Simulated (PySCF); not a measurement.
# Spin states of HF

Unrestricted PBE0; basis H 3-21G, F 3-21G; no relativity; PySCF 2.14. Outer shells of the fragments: H 1s1; F 2s2 2p5.

Followed along the bond (rough minima from three points):

```
2Ms+1  unpaired  ⟨S²⟩ at the start  R at minimum (Å)  Te (eV)
    1      none               0.00              0.96     0.00
```

Solutions found at the starting distance of 0.935 Å, counted from the lowest of them; the search is not exhaustive and high or unbound solutions are not listed, so other states can lie among these:

```csv
2Ms+1,unpaired,term,E (eV),⟨S²⟩,⟨Lz²⟩,μ (D)
1,none,¹Σ⁺,0.00,0.00,0.00,-2.02
3,"σ ↑, π ↑",³Π,9.88,2.00,1.00,1.83
```

A term symbol is given only where ⟨S²⟩ and ⟨Lz²⟩ are close to those of a pure state; the other rows mix spins, or terms through real π, δ and φ orbitals. A positive dipole means H(−)F(+).

Counting both spins, an empty level lies below a filled one in some of these solutions, because spin and occupation are held. 3-21G is very small, so such numbers show the basis as much as the molecule.
